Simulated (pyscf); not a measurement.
Structures and frequencies: ωB97X-D3(BJ)/def2-SVP in PySCF.

Problem. Estimate by transition-state theory the rate constant of H₃Si–O–PH₂ (SMILES [SiH3]OP) + H₂O (SMILES O) → HO–PH₂ (SMILES OP) + HO–SiH₃ (SMILES O[SiH3]) (singlet surface; O–Si, H–O broken, H–O, O–Si formed) at 900 K, with ωB97M-D3(BJ)/def2-TZVP energies (ideal gas, 1 atm, RRHO with modes under 100 cm⁻¹ raised to 100, one conformer, R ln 2 for chiral ones without a mode under 150 cm⁻¹; no tunnelling).

Solution. The electronic barrier is 23.8 kcal/mol and the thermal terms add +32.5, so ΔG‡ = 56.3 kcal/mol. With k_BT/h = 1.88e+13 s⁻¹ and RT = 1.788 kcal/mol, and a volume of 1.23e-19 cm³ per molecule at 1 atm, k = 4.9e-20 cm³ molecule⁻¹ s⁻¹. Wigner's tunnelling factor for 844i cm⁻¹ would be 1.08. A shift of 1 kcal/mol in the barrier changes k by a factor 1.7. On the reactant side the descent ends in a complex, 4.1 kcal/mol under the separated species and 28.6 kcal/mol under the saddle at ωB97X-D3(BJ)/def2-TZVP. On the product side the descent ends in a complex (not fully relaxed), 6.5 kcal/mol under the separated species and 27.8 kcal/mol under the saddle at ωB97X-D3(BJ)/def2-TZVP. H₃Si–O–PH₂ lies 5.7 kcal/mol over its isomer HO–SiH₂–PH₂ (electronic energy, ωB97M-D3(BJ)). One saddle was located; it need not be the lowest between these sides.
